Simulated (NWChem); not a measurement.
# BeH cation; SMILES [BeH+]

```xyz
2

Be     0.0000     0.0000     0.2519
H      0.0000     0.0000    -1.0905
```
Atoms are numbered in this order, from 1.

Coordinates come from a PBE-D3(BJ)/def2-SVP optimisation.

Task: List the 6 lowest vertical singlet excitations and the 6 lowest triplet ones from PBE/def2-SVP, TDA (NWChem).

Result: 
```json
[
 {"state": "S1", "energy (eV)": "5.31", "oscillator strength": "0.157", "leading excitation (squared amplitude)": "HOMO → LUMO (0.98)"},
 {"state": "S2", "energy (eV)": "7.22", "oscillator strength": "0.300", "leading excitation (squared amplitude)": "HOMO → LUMO+2 (0.69)"},
 {"state": "S3", "energy (eV)": "7.22", "oscillator strength": "0.300", "leading excitation (squared amplitude)": "HOMO → LUMO+1 (0.69)"},
 {"state": "S4", "energy (eV)": "12.84", "oscillator strength": "0.000", "leading excitation (squared amplitude)": "HOMO → LUMO+3 (0.90)"},
 {"state": "S5", "energy (eV)": "13.79", "oscillator strength": "0.005", "leading excitation (squared amplitude)": "HOMO → LUMO+4 (0.67)"},
 {"state": "S6", "energy (eV)": "14.28", "oscillator strength": "0.024", "leading excitation (squared amplitude)": "HOMO → LUMO+6 (1.00)"},
 {"state": "T1", "energy (eV)": "3.53", "oscillator strength": "spin-forbidden", "leading excitation (squared amplitude)": "HOMO → LUMO (1.00)"},
 {"state": "T2", "energy (eV)": "5.32", "oscillator strength": "spin-forbidden", "leading excitation (squared amplitude)": "HOMO → LUMO+2 (0.76)"},
 {"state": "T3", "energy (eV)": "5.32", "oscillator strength": "spin-forbidden", "leading excitation (squared amplitude)": "HOMO → LUMO+1 (0.76)"},
 {"state": "T4", "energy (eV)": "11.87", "oscillator strength": "spin-forbidden", "leading excitation (squared amplitude)": "HOMO → LUMO+4 (0.79)"},
 {"state": "T5", "energy (eV)": "12.29", "oscillator strength": "spin-forbidden", "leading excitation (squared amplitude)": "HOMO → LUMO+3 (0.96)"},
 {"state": "T6", "energy (eV)": "13.50", "oscillator strength": "spin-forbidden", "leading excitation (squared amplitude)": "HOMO → LUMO+5 (0.81)"}
]
```
